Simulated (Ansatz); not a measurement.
# Worked example: ideal-gas entropy of SiNH5 (SMILES [SiH3]N)

A singlet with charge 0, relaxed at HF/cc-pVTZ (Ansatz 0.2.0):

```xyz
7

Si   -0.4141   -0.2938   -0.4230
N     0.6164    0.3635    0.7819
H    -0.0214   -1.7010   -0.6521
H    -1.8074   -0.2185    0.0667
H    -0.3692    0.3976   -1.7371
H     0.3959    1.2259    1.2240
H     1.5998    0.2264    0.7395
```

Harmonic wavenumbers in cm⁻¹: 179, 393, 669, 763, 887, 978, 1011, 1065, 1072, 1719, 2266, 2309, 2320, 3786, 3877.

Masses in u: Si 28.085, N 14.007, H 1.008. Take T = 298.15 K, p = 1 bar, R = 8.3145 J/(mol K), kT/hc = 207.22 cm⁻¹, rigid rotor and harmonic oscillator.

Question: Work out S° at 298 K.

Answer: 
1. Translation (Sackur–Tetrode): S = R[3/2 ln M + 5/2 ln T − 1.1517] with M = 47.132 gives 156.9 J/(mol K).
2. Rotation: principal moments 7.253, 39.595, 40.998 u Å² give A, B, C = 2.3244, 0.4258, 0.4112 cm⁻¹; the symmetry number is σ = 1; q = (√π/σ)√((kT/hc)³/ABC) = 8288; S = R(ln q + 3/2) = 87.5.
3. Vibration: with u = ν̃/207.22, each mode gives R[u/(eᵘ − 1) − ln(1 − e⁻ᵘ)]; the sum is 18.4, most from 179 cm⁻¹ (9.8), 393 cm⁻¹ (4.1), 669 cm⁻¹ (1.4).
4. Electronic: R ln 1 = 0.0, from the spin multiplicity alone.
5. Sum: 156.9 + 87.5 + 18.4 + 0.0 = 262.8 J/(mol K).

No measured value is set beside it here. Where a soft mode is a torsion, a harmonic oscillator describes it poorly.
